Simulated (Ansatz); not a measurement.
Cost and result for the atomization energy of `BOB` (7 atoms, 6 bonds).

The species carries charge 0 and has multiplicity 1. All single points use the PBE0-D4/def2-TZVP geometry. Program: Ansatz. All runs use 4 threads of an Intel Xeon Platinum 8259CL on a shared host. Times are those of one run each, without the atoms' runs, and a repeat can differ threefold. Electronic energies, without spin–orbit coupling; frozen cores. CCSD(T)/CBS extrapolates def2-TZVPP and def2-QZVPP, and its time is that of the two runs behind it. T1 = 0.012. B3LYP takes the VWN-RPA correlation (the form of Gaussian; ORCA's B3LYP/G). HSE06 is the plane-wave form, built on full-range PBE exchange.

CCSD(T)/CBS is a level of theory with its own doubt, some kJ/mol a heavy atom from the limit and from the frozen cores, so smaller differences don't rank the functionals.

```
                            level  functions  wall time  atomization (kcal/mol)  difference from CCSD(T)/CBS  per bond
                 CCSD(T)/def2-SVP         62     0.75 s                   606.2                        -22.1      -3.7
               BLYP-D4/def2-TZVPP        149     0.95 s                   632.4                          4.1       0.7
  PBE-D4/def2-TZVPP (with forces)        149      1.1 s                   637.0                          8.7       1.5
              HSE06-D4/def2-TZVPP        149      1.1 s                   630.0                          1.7       0.3
              PBE-QIDH/def2-TZVPP        149      1.6 s                   628.3                          0.0       0.0
            r2SCANh-D4/def2-TZVPP        149      1.6 s                   631.8                          3.5       0.6
                B97M-V/def2-TZVPP        149      2.4 s                   633.4                          5.1       0.9
               CCSD(T)/def2-TZVPP        149      5.5 s                   616.0                        -12.3      -2.1
               PBE0-D4/def2-TZVPP        149      5.5 s                   629.6                          1.3       0.2
B3LYP-D4/def2-TZVPP (with forces)        149      5.5 s                   635.4                          7.1       1.2
 ωB97M-V/def2-TZVPP (with forces)        149      6.5 s                   635.2                          6.9       1.2
               CCSD(T)/def2-QZVPP        291       71 s                   623.3                         -5.0      -0.8
                CCSD(T)/CBS(def2)          –       76 s                   628.3                          0.0       0.0
```

From BLYP to BHLYP (50 % exact exchange), in def2-TZVPP and without D4, the atomization energy moves by −7.5 kcal/mol: exact exchange takes away binding that semilocal exchange gives to molecules. At CCSD(T), def2-SVP lies −22.0 kcal/mol from the extrapolated value and def2-TZVPP −12.3 kcal/mol: correlation converges slowly with the basis, and small sets miss more of it in the bonded molecule than in its fragments. The D4 term adds +2.8 kcal/mol with B3LYP and +1.4 kcal/mol with PBE0; it sums over pairs of atoms, weighted by their polarisabilities, and B3LYP, whose exchange is more repulsive, gets the larger term.
